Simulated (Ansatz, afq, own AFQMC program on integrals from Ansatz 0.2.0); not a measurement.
Two steps: Ansatz 0.2.0 writes the Fock matrix and Cholesky factors of the valence space, and afq projects on them the lowest state that overlaps trial and start.

```yaml
crystal:
  periodic: [false, false, false]
  atoms:
    - {symbol: Al, position_ang: [0.000000, -0.119470, 1.126927]}
    - {symbol: N, position_ang: [0.000000, 0.100105, -2.087582]}
    - {symbol: H, position_ang: [0.000000, 1.315406, 1.860209]}
    - {symbol: H, position_ang: [0.000000, 0.491581, -3.017124]}
basis:
  gaussian: {orbitals: cc-pVDZ}
magnetization: {spin_polarized: true, initial_magnetization: 2}
correlation: {method: ccsd_t, electrons: outside_noble_gas, hamiltonian_folder: ham}
```

```sh
$ ansatz run in.yaml --threads 1 --pin off --events-out ev --progress --plain --max-ram 1382MiB
```

Options of the walk:

```
--method phaseless --trial cisd --walkers 60 --populations 1 --least-time 40 --time-step 0.005 --steps-per-block 50 --equilibration-blocks 40 --max-blocks 300 --target-error 0.00076 --factor-cut 1e-05 --start spin_pure --seed 6462 --release-times 0.24,0.51,0.99,1.62,2.4 --release-step 0.03 --release-every 4 --taylor-order 6
```

Times are imaginary, in 1/Eh. The walk had a cap of 1086 s.

afq prints:

```
orbitals 36  electrons 6 4  factors 248 of 404
reference energy -297.41819847 Eh
CCSD correlation -0.19745470 Eh in 17 cycles, weight of the determinant in the CISD state 0.8568
energy of the start -297.610030 Eh
 block  time / (1/Eh)  mean weight  energy / Eh
     1     0.250  0.9996  -297.611177
     2     0.500  0.9999  -297.614294
     3     0.750  0.9981  -297.613174
     4     1.000  1.0007  -297.615100
     5     1.250  1.0020  -297.616530
     8     2.000  1.0013  -297.616575
    11     2.750  0.9997  -297.616027
    26     6.500  0.9981  -297.617384
    41    10.250  0.9983  -297.619355
    56    14.000  0.9990  -297.618672
    71    17.750  0.9998  -297.628638
    86    21.500  0.9998  -297.615292
    96    24.000  0.9978  -297.614638
   101    25.250  0.9973  -297.622485
   116    29.000  0.9973  -297.619976
   131    32.750  0.9998  -297.619847
   146    36.500  0.9993  -297.618634
   151    37.750  1.0008  -297.629724
   161    40.250  1.0012  -297.620188
   176    44.000  0.9983  -297.617441
   191    47.750  1.0033  -297.621384
   196    49.000  0.9989  -297.619734
blocks merged  error / Eh  count
     1  0.000315  160
     2  0.000390  80
     4  0.000391  40
     8  0.000410  20
    16  0.000456  10
released: time / (1/Eh)  energy / Eh  error  mean overlap
  0.24  -297.619143  0.000466  0.9922
  0.51  -297.619189  0.000449  0.9905
  0.99  -297.619282  0.000533  0.9968
  1.62  -297.619607  0.000491  0.9982
  2.40  -297.619328  0.000716  1.0154
energy -297.619360 +/- 0.000410 Eh
(rows thinned)
```

The run passed its tests (sampling time, drift between the halves within three errors, error under three times the target), which doesn't prove that it has relaxed. The second half of the sampling lies above the first by 2.3 errors of their difference, so the energy may still be moving and its error bar be too small.

Against this walk (error 11.2 meV) on the same determinant: CCSD(T) 23.9 meV higher, CCSDT(Q) 0.5 meV higher (within the noise). The error is statistical and leaves out the bias of the constraint. Released to 2.40 1/Eh the energy moves by 1 ± 22 meV (both errors), within twice the noise.

Cautions: constraint bias not in the error; lower spins were not checked; an unrestricted solution with more broken spin lies lower (34 meV, ⟨S²⟩ 2.29); unrestricted determinant slightly spin contaminated (⟨S²⟩ 2.10 against 2.00).

The walk took 98 s on 1 thread of AMD EPYC 9R45 96-Core Processor (Zen 5) (shared host). The log's last line is the phaseless energy.

CCSDT and higher add their correlation energy to the determinant of the CCSD(T) run, since their own runs factorise the integrals more tightly (a shift of under 2 meV). A walk keeps the symmetry of its determinant, which the program's search chose and which needn't be the lowest solution, so a lower state of the same spin and another symmetry isn't excluded.
